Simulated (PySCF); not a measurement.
Compound: C2H7PS.
Numbering: `[CH3:1][PH:2]([CH3:3])=[S:4]` (hydrogens: H5, H6, H7 on C1; H8 on P2; H9, H10, H11 on C3)

Computed, not measured: PySCF, PBE0-D3(BJ)/def2-SVP geometry optimisation, gas phase.

Q: Give the optimised bond lengths and angles.

A: 
```
                  bond  length (bohr)
          C1–P2, P2–C3          3.442
                 P2=S4          3.671
C1–H5 and 5 like bonds          2.078
                 P2–H8          2.697
```

Bonds in one row agree within 0.02 bohr and their mean is given. A selection of angles:
```
   angle  degrees
P2–C1–H5    111.5
P2–C1–H6    108.3
H5–C1–H6    110.1
H6–C1–H7    108.5
C1–P2–C3    104.9
C1–P2–S4    115.5
C1–P2–H8    101.6
S4–P2–H8    115.9
```

P2 (phosphorus bonded to 2 C, S and H) is distorted tetrahedral (angles from 101.6° to 115.9°).

Point group: Cs (every atom within 0.08 Å of its image). Not checked by PBE0-D3(BJ)/def2-SVP frequencies.
